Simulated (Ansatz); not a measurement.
Two structures of CH8Si, singlet, reached by relaxing down either side of one saddle point (PBE0-D4/def2-TZVP). Energies are electronic, without zero-point energy. Program: Ansatz 0.2.0. Basis: def2-TZVPP and def2-QZVPP. Cores are frozen in the correlated methods. Extrapolation: Hartree–Fock as exp(−7.88 √X), correlation as X^−2.97. First:

```json
{"atom": "Si1", "x (Å)": "-0.4200", "y (Å)": "-1.4600", "z (Å)": "-1.4200"}
{"atom": "H2", "x (Å)": "0.1150", "y (Å)": "-0.1190", "z (Å)": "-1.7653"}
{"atom": "H3", "x (Å)": "0.5420", "y (Å)": "-2.5034", "z (Å)": "-1.8569"}
{"atom": "H4", "x (Å)": "-0.6184", "y (Å)": "-1.5531", "z (Å)": "0.0481"}
{"atom": "H5", "x (Å)": "-1.7189", "y (Å)": "-1.6665", "z (Å)": "-2.1094"}
{"atom": "H6", "x (Å)": "0.6975", "y (Å)": "1.7553", "z (Å)": "0.4090"}
{"atom": "C7", "x (Å)": "0.4203", "y (Å)": "1.4609", "z (Å)": "1.4208"}
{"atom": "H8", "x (Å)": "0.9653", "y (Å)": "0.5592", "z (Å)": "1.6986"}
{"atom": "H9", "x (Å)": "-0.6505", "y (Å)": "1.2628", "z (Å)": "1.4606"}
{"atom": "H10", "x (Å)": "0.6678", "y (Å)": "2.2639", "z (Å)": "2.1145"}
```

Second:

```
10
angstrom
Si -0.4082 -1.0133 0.0259
H 0.7635 1.0661 -2.3908
H 0.8000 -1.4463 -0.7279
H -0.9388 -2.1892 0.7677
H -1.4372 -0.5817 -0.9589
H 0.9259 1.7821 -2.2562
C 0.0089 0.3792 1.2025
H 0.7635 0.0629 1.9259
H -0.8777 0.6992 1.7543
H 0.4001 1.2410 0.6576
```

Question: Which bonds change from the first to the second?

Answer: SiH₄ + CH₄ → CH₆Si ([CH3][SiH3]) + H₂; bonds formed: Si1–C7, H2–H6; bonds broken: Si1–H2, H6–C7.

Question: Give the saddle point's structure and its height above each. (An estimate is asked for; the value comes from the calculation.)

Answer: Computed: 338.0 kJ/mol above the first and 309.9 kJ/mol above the second (CCSD(T) at an estimated basis limit (MP2 extrapolated from triple and quadruple zeta, plus CCSD(T) − MP2 in triple zeta)).
```
10
angstrom
Si -0.2382 -0.7842 -0.6017
H 0.3587 0.4913 -1.5739
H 0.8920 -1.5998 -1.1198
H -0.6814 -1.5854 0.6098
H -1.4985 -0.6803 -1.3838
H 0.3385 0.7421 -0.4625
C 0.1903 0.7385 0.8876
H 0.8539 0.1336 1.5051
H -0.8104 0.7868 1.3157
H 0.5952 1.7574 0.8236
```

T1 diagnostic: at most 0.011. The start structure is not quite a true minimum (one mode of 36i cm⁻¹). The end structure is not quite a true minimum (one mode of 55i cm⁻¹).

Labels in which every atom is bracketed show which atoms are joined, not bond orders.

For scale, one of the runs: CCSD(T)/def2-TZVPP, 185 basis functions, launched by `ansatz run in.yaml --threads 2 --pin off --events-out ev --progress --plain --max-ram 4352MiB`. The run took 23 s on 2 CPU threads of an Arm Neoverse V2 (shared host), with 1.8 GiB of host memory at its peak.
